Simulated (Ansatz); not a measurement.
Solid CO2 (dry ice) was calculated with LDA in Ansatz (plane waves, PAW).

Run with plane-wave cutoff 520 eV, 4×4×4 k mesh, scalar-relativistic PAW data made under PBE.

Computed at the level's own relaxed cell.

### Question
Estimate the Young modulus, Voigt–Reuss–Hill shear modulus (Hill average) and Voigt–Reuss–Hill bulk modulus that the calculation returns.

### Answer

- Young modulus: 16.3 GPa
- Voigt–Reuss–Hill shear modulus (Hill average): 6.13 GPa
- Voigt–Reuss–Hill bulk modulus: 16.2 GPa

Elastic constants are with the ions relaxed.

Cost on a shared machine: very roughly 12 core-minutes.

Ansatz is a program for electronic structure.
